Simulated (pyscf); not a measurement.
9 silicon, germanium or tin steps of one kind (four-centre exchange, closed-shell): barrier in kcal/mol, from the separated reactants or the lowest minimum found. Optimised with ωB97X-D3(BJ)/def2-SVP in PySCF. Functionals in def2-TZVP; the last column is ωB97M-D3(BJ)/def2-TZVP. Rows were drawn at random from the steps of this kind and element class whose saddle was verified and whose references are stable.

```csv
step,PBE,B3LYP-D3(BJ),r²SCAN,ωB97M-D3(BJ)
HCl + F–Sn(Cl)(Cl)–Cl → Cl–Sn(Cl)(Cl)–Cl + HF,5.1,7.4,4.8,9.3
H₂N–SiH₂–NH₂ + SiH₄ → H₂N–SiH₂–NH–SiH₃ + H₂,39.2,42.8,40.5,43.1
H₂N–GeH₃ + H₂ → GeH₄ + NH₃,38.9,43.9,42.3,44.5
F–SiH(F)–O–SiH₃ + HF -> F–SiH(F)–F + HO–SiH₃,12.4,16.2,12.7,15.5
H₃Ge–GeH₃ + HF -> F–GeH₃ + GeH₄,36.2,42.0,39.2,43.6
H₂Se + SiH₄ -> H₃Si–SeH + H₂,39.4,46.1,42.2,48.9
H₂N–SiH(NH₂)–NH₂ + H₂O → H₂N–Si(NH₂)(NH₂)–OH + H₂,25.5,29.8,25.7,28.3
SbH₃ + SiH₄ → H₃Si–SbH₂ + H₂,59.2,65.4,63.7,70.7
H₃Si–PH₂ + H₂ -> PH₃ + SiH₄,60.3,68.5,63.8,69.2
```

Differences from the last column (kcal/mol): PBE: mean -6.3, median -5.7, mean size 6.3, lower in 9 of 9; B3LYP-D3(BJ): mean -1.2, median -0.7, mean size 1.7, lower in 7 of 9; r²SCAN: mean -4.2, median -4.4, mean size 4.2, lower in 9 of 9. PBE is closest for row 7 (2.8 kcal/mol apart) and farthest for row 8 (11.5 kcal/mol). PBE, r²SCAN and M06-2X carry no added dispersion term. The last column is a level with limits of its own. Each barrier is that of the saddle found. Elements up to Kr have no core potential and no relativistic terms here. Elements past Kr carry the def2 core potentials, without spin-orbit coupling.
